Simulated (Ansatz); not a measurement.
# FH5OSi: the cost of one run

The runs use Ansatz 0.2.0, Gaussian basis; BHLYP-D4/STO-3G.

## Step 1: The starting structure

The start, a pair relaxed at PBE0-D4: SMILES `O.[SiH3]F`, 8 atoms, charge 0, spin multiplicity 1.

Atoms are counted from 1 here; the program's logs count them from 0.

Bond lengths: O1–H2 0.960 Å, O1–H3 0.961 Å, Si4–F5 1.611 Å, Si4–H6 1.485 Å, Si4–H7 1.477 Å, Si4–H8 1.479 Å. Angles: H2–O1–H3 105.3°, F5–Si4–H6 105.9°, F5–Si4–H7 109.5°, F5–Si4–H8 109.1°, H6–Si4–H7 110.2°, H6–Si4–H8 109.5°, H7–Si4–H8 112.4°.

As a file:

```xyz
8
FH5OSi
O    -0.06935   -0.25528   -1.86135
H    -0.94078   -0.14536   -2.24848
H     0.26374    0.63681   -1.72849
Si    0.13581   -0.09535    1.16929
F     0.56471    1.27547    0.44035
H     0.31230    0.14444    2.62391
H     1.02261   -1.18872    0.72221
H    -1.28895   -0.37201    0.88247
```

## Step 2: Dynamics

Contents of md/in.yaml:

```yaml
crystal:
  periodic: [false, false, false]
  atoms:
    - {symbol: O, position_ang: [-0.069345, -0.255277, -1.861345]}
    - {symbol: H, position_ang: [-0.940781, -0.145356, -2.248480]}
    - {symbol: H, position_ang: [0.263740, 0.636812, -1.728494]}
    - {symbol: Si, position_ang: [0.135814, -0.095351, 1.169288]}
    - {symbol: F, position_ang: [0.564707, 1.275471, 0.440352]}
    - {symbol: H, position_ang: [0.312296, 0.144435, 2.623908]}
    - {symbol: H, position_ang: [1.022614, -1.188720, 0.722206]}
    - {symbol: H, position_ang: [-1.288947, -0.372014, 0.882465]}
basis:
  gaussian: {orbitals: STO-3G}
hamiltonian: {xc: {name: BHLYP}, dispersion: d4}
md: {n_steps: 60, timestep: 0.25, temperature: 1000, ensemble: nvt_langevin, seed: 712, friction: 0.05, initial_velocities: maxwell_boltzmann}
```

Started as:

```bash
$ ansatz run in.yaml --threads 4 --pin off --events-out ev --progress --plain --max-ram 9574MiB
```

**Question.** How long does this run take on 4 threads of Arm Neoverse V2, shared host?

About 14 s.
